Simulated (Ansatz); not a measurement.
Geometry optimisation, UKS PBE0-D4/def2-SVP in Ansatz.

The input (input.yaml):

```yaml
crystal:
  periodic: [false, false, false]
  atoms:
    - { symbol: B, position_ang: [0.0, 0.002427, -0.096538] }
    - { symbol: F, position_ang: [2.0e-06, -0.000866, 1.224369] }
    - { symbol: H, position_ang: [1.071633, -0.000806, -0.652908] }
    - { symbol: H, position_ang: [-1.071634, -0.000806, -0.652905] }
    - { symbol: Cl, position_ang: [-2.0e-06, 5.2e-05, 3.927982] }
magnetization:
  spin_polarized: true
  initial_magnetization: 1
basis:
  gaussian: { orbitals: def2-SVP }
hamiltonian:
  xc: pbe0
  dispersion: d4
relax:
  f_tol: 0.03
  max_steps: 50
```

Command:

```bash
$ ansatz run input.yaml --threads 1 --pin off --max-ram 2048MiB --backend cpu --events-out ev --progress --plain --runs-dir out
```

**Question.** Where does it end, and by what steps?

**Answer.** The run converged. After 4 steps the energy has fallen by 0.008 eV; Cl5 moved furthest, 0.13 Å.

```csv
step,energy less start (eV),largest force component (eV/Å),accepted
0,0.0000,0.107,yes
1,-0.0021,0.209,yes
2,-0.0034,0.370,yes
3,-0.0075,0.087,yes
4,-0.0085,0.019,yes
```

```xyz
5
Properties=species:S:1:pos:R:3
B 0.000 0.000 -0.128
F 0.000 -0.019 1.192
H 1.071 0.006 -0.688
H -1.071 0.006 -0.688
Cl 0.000 0.007 4.061
```

Whether the end is a true minimum wasn't checked by a vibrational analysis.

The run took 26 s on 1 thread of Arm Neoverse V2, with other jobs on the host, peak memory 0.14 GiB.
